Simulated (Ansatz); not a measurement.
# NaO+ (triplet): wave-function methods side by side, cc-pVDZ

How much of the correlation energy of NaO+ (triplet) does each wave-function method recover here?

Method: cc-pVDZ, core rule «outside noble gas», up to 6 orbitals frozen; program: Ansatz 0.2.0, Gaussian basis.

The runs, in order: UHF; CCSD(T) on ROHF; CCSD(T) on UHF; BCCD(T) on ROHF; CISD; CCSDT(Q) on ROHF; CCSDT(Q) on UHF; CISDTQ; Full CI.

19 further runs of the same task are left out: 7 for a known fault of the program, 4 that didn't finish, 8 set aside as unsound or not needed.

## 1. The system

The geometry is a PBE0/def2-TZVP stationary point (not a proven minimum).

2 atoms, charge 1, spin multiplicity 3.

Atoms are counted from 1 here; the program's logs count them from 0.

Bond lengths: O1–Na2 2.517 Å.

As a file:

| atom | x (Å) | y (Å) | z (Å) |
| --- | --- | --- | --- |
| O1 | 0.00000 | 0.00000 | 0.00000 |
| Na2 | 0.00000 | 0.00000 | 2.51740 |

## 2. UHF

in.yaml reads:

```yaml
crystal:
  periodic: [false, false, false]
  atoms:
    - {symbol: O, position_ang: [0.000000, 0.000000, 0.000000]}
    - {symbol: Na, position_ang: [0.000000, 0.000000, 2.517400]}
basis:
  gaussian: {orbitals: cc-pVDZ}
total_charge: 1
magnetization: {spin_polarized: true, initial_magnetization: 2}
hamiltonian: {xc: hf}
output: {orbitals: {seedname: orbitals}}
```

Launch:

```console
> ansatz run in.yaml --threads 1 --pin off --events-out ev --progress --plain --max-ram 2393MiB
```

After this run come: CCSD(T) on ROHF; CCSD(T) on UHF; BCCD(T) on ROHF; CISD; CCSDT(Q) on ROHF; CCSDT(Q) on UHF; CISDTQ; Full CI.

Before running them: what should the planned runs give, taken together? Wanted: FCI from the RHF energy; RMP2 from FCI; UMP2 from FCI; RCCSD from FCI; RCCSD(T) from FCI; UCCSD(T) from FCI; RCCSDT(Q) from FCI; UCCSDT(Q) from FCI; T1 diagnostic.

The runs gave:

```
                         quantity                                                                            value
          FCI from the ROHF energy                                                                       -3.4176 eV
                    RMP2 from FCI                                                                     +44.5 kJ/mol
                    UMP2 from FCI                                                                     +43.8 kJ/mol
                   RCCSD from FCI                                                                      +3.3 kJ/mol
                RCCSD(T) from FCI                                                                      +0.6 kJ/mol
                UCCSD(T) from FCI                                                                      +0.5 kJ/mol
               RCCSDT(Q) from FCI                                                                       0.0 kJ/mol
               UCCSDT(Q) from FCI                                                                      -0.2 kJ/mol
levels within 1 kcal/mol (43 meV)  RCCSD, UCCSD, RCCSD(T), UCCSD(T), BCCD(T), RCCSDT, UCCSDT, RCCSDT(Q), UCCSDT(Q)
                    T1 diagnostic                                                                            0.016
   effectively unpaired electrons                                                                             2.01
```

What this shows: RCCSD(T) misses by +0.6 kJ/mol, 0.2 % of the correlation energy. One determinant dominates. These misses are within one basis, not against nature; the frozen cores of restricted and unrestricted runs differ, which can shift their rows.

Levels on UHF freeze UHF's core orbitals, full CI those of ROHF, so the U rows can settle a little off it for that reason alone.
